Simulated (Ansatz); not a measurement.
Rock-salt GdN was calculated with BLYP (Ansatz, a program for electronic structure, plane waves, PAW).

The input as run:

Ansatz 0.2 input:
```yaml
crystal:
  lattice:
    - [0.0, 2.4884594742, 2.4884594742]
    - [2.4884594742, 0.0, 2.4884594742]
    - [2.4884594742, 2.4884594742, 0.0]
  atoms:
    - { symbol: Gd, position: [0.0, 0.0, 0.0], spin: 7.0 }
    - { symbol: N, position: [0.5, 0.5, 0.5], spin: 0.0 }
basis:
  ecutwfc: 520
  ecutrho_ratio: 4
  xc_grid: 2
kpoints:
  mp_grid: { grid: [12, 12, 12] }
hamiltonian:
  xc: blyp
  dispersion: none
  pseudopotentials: { kind: paw }
scf:
  occupations: { method: fermi_dirac, width: 0.01 }
  convergence: { dr2_threshold: 0.0000000002 }
output:
  forces: true
  stress: true
  eigenvalues: true
magnetization:
  spin_polarized: true
```

From the output:

```
Crystal: 2 atoms, lattice volume = 30.819 Å³
Basis set: ecut = 520 eV, 869 PW (Γ), exchange–correlation on 54×54×54 points (8 copies of the dense FFT grid, shifted against one another)
Bands: 19, of which v1, the nominal top of the filled ones, is band 12 counted from 1 (11 counted from 0)
Symmetry: 48 space group operations
Space group: Fm-3m (ITA 225), of the structure as read, at distance tolerance 3.1e-5 Å
k-points: 72 of 1728
Initial density: superposition of atomic densities (chi_scale 0.1, normalization cell, long waves kept (reshape's long-wave potential 0.00 eV rms))
Functional: x = b88, c = lyp
spin=Collinear: Kerker preconditioning applied to the charge; magnetization (m = ρ↑ − ρ↓) channel mixes plain (no charge-response kernel on spin).
SCF 1 converged in 12 iterations: F = -9742.035112 eV  dr2 = 1.61e-11
SCF converged after 12 iterations
Magnetization: 7.0000 μB (15.0000 up, 8.0000 down)
Free energy (F): -9742.035112 eV
Internal energy: -9742.035064 eV  (E = F + TS)
E sigma→0 (E₀):  -9742.035088 eV
Fermi energy:    15.130346 eV
--- Forces (eV/Å), atoms counted from 1 ---
  atom   1  Gd    -0.00000000     0.00000000    -0.00000000
  atom   2  N      0.00000000    -0.00000000    -0.00000000
--- Stress (GPa, compression-positive) ---
        6.176525      -0.000000       0.000000
        0.000000       6.176525      -0.000000
        0.000000      -0.000000       6.176525
  P = ⅓ Tr σ = 6.1765 GPa (61.765 kbar)
```

The cell is one volume of an energy–volume scan, off the minimum.

The PAW data were made under PBE.

Note: the 4f shell is treated without U or exact exchange, so its levels and filling can be wrong.
